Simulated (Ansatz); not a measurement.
# Worked example: correlation energy of HOBe, doublet

Geometry: a point of a stretch scan, not a stationary point.

```xyz
3

O     0.0000    0.0000    0.5205
Be    0.0000    0.0000   -1.9845
H     0.0000    0.0000    1.4640
```

Basis 6-31G; Ansatz 0.2.0. Correlated methods freeze the noble-gas cores, which leaves 9 electrons in 18 orbitals. R marks a restricted (for open shells ROHF) determinant.

Full CI is exact within this basis and frozen core; it isn't the basis-set limit.

RCCSD has a T1 diagnostic of 0.014 and a largest doubles amplitude of 0.18.

Runs differ by some tens of microhartree through their thresholds and, for an open shell, their frozen cores, so steps under 0.03 kcal/mol mean nothing.

```tsv
level	total energy (hartree)
RHF	-89.921671
RMP2	-90.034518
RCCSD	-90.066284
RCCSD(T)	-90.067264
RCCSDT	-90.067426
RCCSDT(Q)	-90.067640
RCCSDTQ	-90.067651
full CI	-90.067655
```

Task: What is the correlation energy at full CI, and what share of it do RMP2 and RCCSD recover?

Result: E(corr) = -90.067655 − (-89.921671) = -0.145984 hartree = -3.972 eV. RMP2: -0.112847 / -0.145984 = 77.30 %. RCCSD: -0.144613 / -0.145984 = 99.06 %.

Task: By how many kcal/mol does RCCSD(T) miss full CI (1 hartree = 627.509 kcal/mol), and which steps make up the rest?

Result: -90.067264 − (-90.067655) = 0.000391 hartree = 0.25 kcal/mol. Steps: RCCSDT − RCCSD(T) = -0.10, RCCSDT(Q) − RCCSDT = -0.13, RCCSDTQ − RCCSDT(Q) = -0.01, full CI − RCCSDTQ = 0.00 kcal/mol. That is within 1 kcal/mol of the reference in this basis, which itself misses far more of the correlation at the basis-set limit.
